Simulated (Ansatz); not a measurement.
Anatase TiO2 (metastable phase), treated with PBE-D3(BJ) (Ansatz, a first-principles code, PAW).

Run with plane-wave cutoff 520 eV, 12×12×12 k mesh, Fermi–Dirac smearing 0.01 eV, no spin polarisation, scalar-relativistic PAW data made under PBE.

Cell (relaxed at this level):

```yaml
crystal:
  lattice:
    - [-1.89370, 1.89370, 4.78626]
    - [1.89370, -1.89370, 4.78626]
    - [1.89370, 1.89370, -4.78626]
  atoms:
    - { symbol: Ti, position: [0.75000, 0.25000, 0.50000] }
    - { symbol: Ti, position: [0.00000, 0.00000, 0.00000] }
    - { symbol: O, position: [0.54190, 0.04190, 0.50000] }
    - { symbol: O, position: [0.79190, 0.79190, 0.00000] }
    - { symbol: O, position: [0.20810, 0.20810, 0.00000] }
    - { symbol: O, position: [0.95810, 0.45810, 0.50000] }
```

Task: What does this level give for the band gap, bulk modulus, Γ–Γ gap, pressure derivative B′ of the bulk modulus and smallest direct gap on the k points sampled?

Result: 
band gap: 2.11 eV (indirect)
bulk modulus: 174 GPa
Γ–Γ gap: 2.58 eV
pressure derivative B′ of the bulk modulus: 2.2
smallest direct gap on the k points sampled: 2.45 eV

Note: the bulk modulus comes from volumes at which shape and atoms were relaxed.

The computed numbers hold no vibrational or temperature effects.
